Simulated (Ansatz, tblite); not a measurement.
Spin states of the cluster LiH2⁻, each relaxed with PBE0-D4/def2-TZVPD in Ansatz. Electronic energies in the gas phase.

The xTB rows come from tblite. Correlated methods freeze no core orbitals; core or outer-core shells of Li are correlated, in sets that lack core-valence functions. In the triplet geometry the species has come apart into loosely held pieces. In the triplet, H2 and H3 lie 0.89 Å apart (atoms count from 1), so H2 has formed as a molecule. In the quintet geometry the species has come apart into loosely held pieces. The structure comes from a short search, and lower isomers may exist.

Singlet geometry (D∞h within 0.1 Å):

```tsv
atom	x (Å)	y (Å)	z (Å)
Li1	-0.0003	-0.0031	-0.0009
H2	1.2796	-0.4836	1.0257
H3	-1.2794	0.4868	-1.0248
```

Triplet geometry (C2v within 0.1 Å):

```xyz
3

Li   -0.138   -0.492   -1.467
H     0.482    0.388    0.647
H    -0.345    0.104    0.820
```

Quintet geometry (C2v within 0.1 Å):

```xyz
3

Li   -1.2929    0.3887   -0.9237
H     1.1230    1.0586    0.3220
H     0.1698   -1.4474    0.6016
```

⟨S²⟩: triplet 2.00 at PBE0-D4/def2-TZVPD (pure 2.00), quintet 6.00 at PBE0-D4/def2-TZVPD (pure 6.00).

Run but left out: GFN2-xTB (tight binding far off the other levels).

Only these spin states were relaxed. The triplet has fallen apart into loose fragments. The quintet has fallen apart into loose fragments. The triplet has other bonds than the singlet, so the gap mixes isomer and spin. The quintet has other bonds than the singlet, so the gap mixes isomer and spin.

| level | triplet − singlet (kcal/mol) | quintet − singlet (kcal/mol) | lowest of these | remarks |
| --- | --- | --- | --- | --- |
| HF/def2-TZVPPD | 15.4 | 96.7 | singlet | HOMO above zero (quintet), HOMO above zero (triplet) |
| LDA (SPW92)/def2-TZVPD | 25.6 | 141.3 | singlet | HOMO above zero (quintet), HOMO above zero (singlet), HOMO above zero (triplet) |
| B2PLYP/def2-TZVPD | 31.5 | 141.3 | singlet | – |
| MP2/def2-TZVPPD | 26.7 | 129.7 | singlet | HOMO above zero (quintet), HOMO above zero (triplet) |
| CCSD/def2-TZVPPD | 30.3 | 138.7 | singlet | HOMO above zero (quintet), HOMO above zero (triplet) |
| CCSD(T)/def2-TZVPPD | 30.2 | 138.9 | singlet | HOMO above zero (quintet), HOMO above zero (triplet) |

Estimate the rows for GFN1-xTB, HF/STO-3G, HF/def2-TZVPD, PBE0-D4/def2-TZVPD, RPA@PBE/def2-TZVPD, MP2/def2-TZVPD.


```csv
level,triplet − singlet (kcal/mol),quintet − singlet (kcal/mol),lowest of these,remarks
GFN1-xTB,137.2,267.9,singlet,–
HF/STO-3G,54.4,158.7,singlet,"HOMO above zero (quintet), HOMO above zero (triplet)"
HF/def2-TZVPD,15.2,96.1,singlet,"HOMO above zero (quintet), HOMO above zero (triplet)"
PBE0-D4/def2-TZVPD,17.8,118.0,singlet,"HOMO above zero (quintet), HOMO above zero (triplet)"
RPA@PBE/def2-TZVPD,30.0,138.4,singlet,–
MP2/def2-TZVPD,24.4,124.8,singlet,"HOMO above zero (quintet), HOMO above zero (triplet)"
```

The xTB methods have no term that favours high spin, so they put low spin too low.
